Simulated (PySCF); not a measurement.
# BH: magnetic properties

The task here is to estimate one member of a computed series from the others.

Computed with PySCF 2.14.0 and routines of our own; the level stands in each step. Atoms count from 0.

## The system as given

2 atoms, charge 0, multiplicity 1; geometry from: GFN2-xTB.

Set-up of the first run:

What the job is given:

```
{"job": {"xc": "PBE0", "basis": "def2-SVP", "d3": "d3bj", "grid": 1, "kind": "geom"}, "charge": 0, "multiplicity": 1}
B      0.583872    -0.002998    -0.002714
H     -0.581115     0.004266    -0.011434
```

Command:

```bash
> OMP_NUM_THREADS=1 python excited_run.py task.json out
```

The driver reads the jobs from task.json and runs them one after another.

Among the steps run: Geometry optimisation at PBE0-D3(BJ)/def2-SVP; Magnetic properties: GIAO HF/aug-pcSseg-2; Magnetic properties: GIAO LDA/aug-pcSseg-2; Magnetic properties: GIAO PBE/aug-pcSseg-2; Magnetic properties: GIAO BLYP/aug-pcSseg-2; Magnetic properties: GIAO BP86/aug-pcSseg-2; Magnetic properties: GIAO OPBE/aug-pcSseg-2; Magnetic properties: GIAO OLYP/aug-pcSseg-2; Magnetic properties: GIAO KT1/aug-pcSseg-2; Magnetic properties: GIAO KT2/aug-pcSseg-2; Magnetic properties: GIAO KT3/aug-pcSseg-2; Magnetic properties: GIAO B97-D/aug-pcSseg-2; Magnetic properties: GIAO HCTH407/aug-pcSseg-2.

One table of the session follows, with a row left open; its other results are not shown here.

It belongs to the step «Magnetic properties side by side». 

```
                    level  gap (eV)
     GIAO HF/aug-pcSseg-2     10.09
    GIAO LDA/aug-pcSseg-2      1.82
    GIAO PBE/aug-pcSseg-2      2.04
   GIAO BLYP/aug-pcSseg-2         ?
   GIAO BP86/aug-pcSseg-2      2.12
   GIAO OPBE/aug-pcSseg-2      2.16
   GIAO OLYP/aug-pcSseg-2      2.15
    GIAO KT1/aug-pcSseg-2      2.15
    GIAO KT2/aug-pcSseg-2      2.22
    GIAO KT3/aug-pcSseg-2      2.29
  GIAO B97-D/aug-pcSseg-2      2.28
GIAO HCTH407/aug-pcSseg-2      2.19
```

Q: Estimate the row for GIAO BLYP/aug-pcSseg-2 from the others.

As computed: gap (eV): 2.11. In the column «gap (eV)» it lies between GIAO PBE/aug-pcSseg-2 (2.04) and GIAO BP86/aug-pcSseg-2 (2.12).

To keep in mind: Vibrational averaging and real surroundings are missing from these values.
